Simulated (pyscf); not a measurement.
A first-order saddle from PySCF, ωB97X-D3(BJ)/def2-SVP:

```xyz
8

O     -0.0454     0.6009     1.0714
Si    -1.0410    -0.3177     0.2263
H     -1.0282    -1.8034     0.3476
H     -2.4206     0.1318    -0.1152
N      0.0608     0.1209    -1.2529
H      0.4679     0.6554    -0.2414
H      0.6728    -0.5844    -1.6647
H     -0.2838     0.7465    -1.9819
```

Surface: singlet, charge 0. Lowest wavenumbers (cm⁻¹): 1354i, 360, 511, 517, 696.

What reaction is this the transition state of?

O=SiH₂ (SMILES O=[SiH2]) + NH₃ (SMILES N) <-> H₂N–SiH₂–OH (SMILES N[SiH2]O), an addition across a multiple bond or ene-type step read from left to right: H–N broken and H–O, N–Si formed. At CCSD(T)/def2-TZVPP + ΔMP2(QZVPP) it lies -18.0 kcal/mol from the left side and +42.1 kcal/mol from the right (each side as separated species at their lowest minima found). On the reactant side the descent ends in an adduct with a N–Si contact, 31.8 kcal/mol under the separated species and 10.7 kcal/mol under the saddle at ωB97X-D3(BJ)/def2-TZVP. At CCSD(T) the saddle lies under the separated reactants, which points to a path from their complex (located at ωB97X-D3(BJ) alone). What is counted as formed (N–Si) is already present as a longer contact in the reactant adduct; forming that adduct is a step of its own. At ωB97X-D3(BJ) the barrier from the zero used here is -21.2 kcal/mol. This is the saddle that the search found; another between the same sides may lie lower. The CCSD(T) − MP2 part came from Ansatz, without density fitting, on the same reference.
